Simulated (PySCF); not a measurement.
## H₂CS: calculation against measurement

Isolated H₂CS, optimised in PySCF with density fitting and no spin–orbit coupling; def2 sets carry scalar-relativistic core potentials from Rb on. It is a singlet of C2v symmetry: PBE0/def2-TZVP C–H 1.090 Å (×2), C–S 1.599 Å, H–C–H 115.6°, H–C–S 122.2° (×2).

Counting electrons, carbon keeps none of its valence electrons outside its bonds, so the VSEPR class is AX3 and the expected shape is trigonal planar; with unlike ligands the computed point group is C2v.

Problem. The measured dipole moment is 1.647 D (NIST CCCBDB Release 22 (SRD 101), experimental dipoles). What do the calculations give?

Solution. PBE0/def2-TZVP 1.74 D. The measured value is a vibrational average, and the basis lacks diffuse functions.

Problem. ΔfH°(298 K) is 118 ± 8.4 kJ/mol (Ruscic and Berkowitz, 1993, NIST Chemistry WebBook), and for the gaseous atoms C 716.9, S 277.2, H 218.0 kJ/mol (tabulated in the package mendeleev). Compare the atomisation enthalpy with the calculations.

Solution. From the tables it is 716.9 + 277.2 + 2 × 218.0 − (118.0) = 1312 kJ/mol. To a computed De one adds −ZPE (-65.1), the atoms' spin–orbit lowering from NIST levels (-2.7) and the thermal terms (15.4), all taken at PBE0/def2-TZVP.
```json
{"level": "PBE0/def2-TZVP", "De (kJ/mol)": "1355", "ΔatH°(298 K)": "1303", "computed − tabulated": "-9"}
{"level": "HF/def2-TZVP at the PBE0 geometry", "De (kJ/mol)": "940", "ΔatH°(298 K)": "888", "computed − tabulated": "-424"}
{"level": "MP2/def2-TZVP at the PBE0 geometry", "De (kJ/mol)": "1323", "ΔatH°(298 K)": "1270", "computed − tabulated": "-42"}
{"level": "CCSD(T)/def2-TZVP at the PBE0 geometry", "De (kJ/mol)": "1305", "ΔatH°(298 K)": "1253", "computed − tabulated": "-59"}
```
Triple-zeta wave-function results underbind; they need larger basis sets to converge.
